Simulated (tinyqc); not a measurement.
Inside a calculation. Method: Born-Oppenheimer dynamics on the UHF/sto-3g surface (energies and gradients from PySCF), for NH, spin multiplicity 3. Computed by tinyqc, a small Python program that keeps every step (integrals from PySCF). Settings: charge = 0, multiplicity = 3, basis = sto-3g, time step (fs) = 0.5, steps = 16. Command: `OMP_NUM_THREADS=1 python tinyqc.py 22643 22644 out.jsonl` (the two numbers bound the seeds that draw the settings). One thread of a shared host (Intel(R) Xeon(R) Processor @ 2.60GHz), about 1 s of CPU time with the checks.

positions (bohr):
```
,x,y,z
1N,0.000000,0.000000,0.000000
2H,0.000000,0.000000,1.919962
```

The total energy should stay constant up to terms of order dt^2; the step counts as short enough if it moves by less than 2 % of the largest kinetic energy.

Trajectory:
```
time (fs),1N-2H (angstrom),potential (hartree),kinetic (hartree),total (hartree)
0.000000,1.016000,-54.25971036,0.00001304,-54.25969732
0.500000,1.019329,-54.26013382,0.00041933,-54.25971449
1.000000,1.031269,-54.26144541,0.00168126,-54.25976414
1.500000,1.049956,-54.26288400,0.00307350,-54.25981050
2.000000,1.072689,-54.26371220,0.00388405,-54.25982815
2.500000,1.096521,-54.26361066,0.00379509,-54.25981557
3.000000,1.118719,-54.26272685,0.00294081,-54.25978603
3.500000,1.137039,-54.26148907,0.00173469,-54.25975439
4.000000,1.149832,-54.26037918,0.00064875,-54.25973043
4.500000,1.156052,-54.25977203,0.00005344,-54.25971859
5.000000,1.155220,-54.25985575,0.00013557,-54.25972018
5.500000,1.147398,-54.26060502,0.00086997,-54.25973504
6.000000,1.133195,-54.26178420,0.00202283,-54.25976137
6.500000,1.113798,-54.26298360,0.00318998,-54.25979362
7.000000,1.090996,-54.26371631,0.00389568,-54.25982063
7.500000,1.067162,-54.26359828,0.00377126,-54.25982702
8.000000,1.045112,-54.26257989,0.00277821,-54.25980168
```

Is the time step short enough?

No. The total energy moves within 1.3e-04 hartree; that is over 2 % of the largest kinetic energy, so the time step is too long.
